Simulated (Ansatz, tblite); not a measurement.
# The cluster Sn4+: a ladder of methods and basis sets

An exercise on one series of results from a longer session: the logs are not shown, and one member is left open.

Program: Ansatz 0.2.0, Gaussian basis. Level of theory: as each input shows. These are calculated values, not measurements.

Levels to be run: GFN1-xTB, GFN2-xTB, PBE-D4/def2-TZVP, r2SCAN-D4/def2-TZVP, PBE-QIDH/def2-TZVP, ωB97M-V/def2-TZVP, PBE-D4/def2-SVP, PBE0-D4/def2-SVP, CCSD(T)/def2-SVP, MP2/def2-TZVP, RPA/def2-TZVP.

5 further runs of the same task are left out: 5 set aside as unsound or not needed. Runs told in other sessions of the task aren't counted.

### The structure

The doublet was relaxed beforehand with B3LYP-D4/def2-SVP. At that level it is the lowest of the isomers that a small search found.

4 atoms, charge 1, spin multiplicity 2.

Bond lengths: Sn1–Sn2 2.933 Å, Sn1–Sn3 2.933 Å, Sn1–Sn4 2.914 Å, Sn2–Sn4 2.933 Å, Sn3–Sn4 2.933 Å. Angles: Sn2–Sn1–Sn3 120.4°, Sn2–Sn1–Sn4 60.2°, Sn3–Sn1–Sn4 60.2°, Sn1–Sn2–Sn4 59.6°, Sn1–Sn3–Sn4 59.6°, Sn1–Sn4–Sn2 60.2°, Sn1–Sn4–Sn3 60.2°, Sn2–Sn4–Sn3 120.4°.

Sn takes a core potential in the def2 sets. No spin-orbit coupling is included. The ion is computed in the gas phase, without counter-ions or solvent.

PBE0-D4/def2-TZVP was run before; its log isn't repeated, and its numbers join the tables.

The first run:

Tight binding, by tblite at 300 K electronic temperature and without a spin-polarisation term:

```python
tblite.interface.Calculator('GFN1-xTB', numbers, positions, charge=1, uhf=1).singlepoint()
```

Tight binding, by tblite at 300 K electronic temperature and without a spin-polarisation term:

```python
tblite.interface.Calculator('GFN2-xTB', numbers, positions, charge=1, uhf=1).singlepoint()
```

start.molden holds the orbitals of an earlier run on this state, given as this run's starting guess.

File in.yaml:

```yaml
crystal:
  periodic: [false, false, false]
  atoms:
    - {symbol: Sn, position_ang: [0.636038, -0.204168, 1.294648]}
    - {symbol: Sn, position_ang: [0.020131, 2.515998, 0.387367]}
    - {symbol: Sn, position_ang: [-0.019826, -2.515987, -0.387461]}
    - {symbol: Sn, position_ang: [-0.636353, 0.204156, -1.294553]}
basis:
  gaussian: {orbitals: def2-TZVP, initial_orbitals: start.molden}
total_charge: 1
magnetization: {spin_polarized: true, initial_magnetization: 1}
hamiltonian: {xc: pbe, dispersion: d4}
scf: {omitted_lower_state_checks: [starts]}
output: {orbitals: {seedname: orbitals}}
```

Command:

```bash
$ ansatz run in.yaml --threads 4 --pin off --events-out ev --progress --plain --max-ram 4787MiB
```

Steps of the session up to this table: PBE-D4/def2-TZVP; r2SCAN-D4/def2-TZVP; PBE-QIDH/def2-TZVP; ωB97M-V/def2-TZVP; PBE-D4/def2-SVP; PBE0-D4/def2-SVP; CCSD(T)/def2-SVP; MP2/def2-TZVP; RPA/def2-TZVP.

One of the session's tables, all rows but one given; the rest of the session is left out.

```
              level  HOMO (eV)  LUMO (eV)  gap (eV)
    PBE-D4/def2-SVP      -9.37      -9.18      0.19
   PBE-D4/def2-TZVP      -9.31      -9.09      0.21
r2SCAN-D4/def2-TZVP          ?          ?         ?
   PBE0-D4/def2-SVP     -10.09      -8.48      1.61
  PBE0-D4/def2-TZVP     -10.02      -8.38      1.64
  ωB97M-V/def2-TZVP     -11.57      -6.70      4.87
```

Q: Estimate the row for r2SCAN-D4/def2-TZVP from the others.

As computed: HOMO (eV): -9.50; LUMO (eV): -8.92; gap (eV): 0.58. In the column «HOMO (eV)» it lies between PBE0-D4/def2-TZVP (-10.02) and PBE-D4/def2-SVP (-9.37).

Caveats from the session: Notes on CCSD(T)/def2-SVP: spin contamination.
